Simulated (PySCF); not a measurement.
## Assignment exercise: C3H4FN

Mapped SMILES: `[CH2:1]=[N:2]/[CH:3]=[CH:4]/[F:5]`; H(Xn) means a hydrogen on atom n. Ha(C1) is cis to C3; Hb(C1) is trans to C3.

[PySCF 2.14.0 with density-fitted response routines: shielding tensors at PBE0/pcSseg-1 (GIAO); coordinates at the GFN2-xTB level; one computed conformer; no solvent model; non-relativistic Hamiltonian]

Chemical shifts δ = σref − σ; $^{13}$C (σref 186.93), $^{1}$H (σref 31.72) vs TMS, all at this level.

Question: Assign these signals to the numbered atoms. $^{13}$C{$^{1}$H} NMR (computed): δ 169.8 (CH), 154.7 (CH2), 136.6 (CH).

Answer: 
| δ (ppm) | atoms | environment | reason |
| --- | --- | --- | --- |
| 169.8 | C4 | alkene CH | – |
| 154.7 | C1 | C=N carbon | – |
| 136.6 | C3 | alkene CH | as expected for a trigonal carbon in a double bond |

Question: Assign these signals to the numbered atoms. $^{1}$H NMR (500 MHz, computed): δ 7.81 (m, 1H), 7.61 (d, 1H), 7.12 (d, 1H), 7.07 (m, 1H).

Answer: 
7.81 → H(C4), hydrogen on an alkene CH: olefinic region
7.61 → Ha(C1), hydrogen on a C=N carbon
7.12 → Hb(C1), hydrogen on a C=N carbon
7.07 → H(C3), hydrogen on an alkene CH: olefinic region

Hb(C1) and H(C3) lie closer than the usual error of such a calculation, so a measured spectrum could show them in the other order.

Splittings by $^{19}$F in the carbon and heteronuclear signals aren't shown, as no couplings were computed. Shifts are as computed. Against solution values, carbons near 30 ppm lie about +3 ppm off and those near 130 ppm about +5 ppm (rms about the fit 2.1 ppm; single classes can miss by 10 ppm). Of 1328 compounds with measured shifts, 309 miss one by over three times the rms of a fit or turn the order of signals round; such compounds aren't used in these exercises. Signals without a measured value on file couldn't be tested in this way; 1H shifts scatter by 0.2 ppm about their fit, and single ones miss by 0.5 ppm. No couplings were computed; multiplicities are counted from neighbouring protons, with m where these are inequivalent, close in shift, in a saturated or five-membered ring or joined by F or P, and br s for small geminal =CH2 splittings.
